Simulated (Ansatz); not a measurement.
A run of Ansatz (development build ahead of 0.2.0) on doublet CH3O at this shape:

```xyz
5

C    -0.5926   -0.2414   -0.2309
O     0.6031    0.2629    0.1424
H     0.5272    0.7297    0.9592
H    -0.5541   -0.8162   -1.1461
H    -1.2968   -0.5435    0.5474
```

Its results:

* Converged: yes
* Total energy: -114.32857 hartree
* Spin squared of the determinant: 0.760
* Stability test: minimum

Forces (eV/Å):
```tsv
atom	Fx	Fy	Fz
C1	-0.159	-0.059	0.122
O2	-0.025	-0.016	0.022
H3	0.001	0.002	0.001
H4	0.004	-0.001	0.000
H5	0.179	0.073	-0.144
```

**Question.** Which input gives this output? Name the method, the orbitals and the basis set, and write the input.

**Answer.** UHF in def2-SVP.

```yaml
crystal:
  periodic: [false, false, false]
  atoms:
    - { symbol: C, position_ang: [-0.59258, -0.24136, -0.2309] }
    - { symbol: O, position_ang: [0.60307, 0.2629, 0.14241] }
    - { symbol: H, position_ang: [0.5272, 0.72966, 0.95924] }
    - { symbol: H, position_ang: [-0.55412, -0.81616, -1.14612] }
    - { symbol: H, position_ang: [-1.29678, -0.54349, 0.54741] }
basis:
  gaussian: { orbitals: def2-SVP }
magnetization:
  spin_polarized: true
  initial_magnetization: 1
hamiltonian:
  xc: hf
output:
  forces: true
```
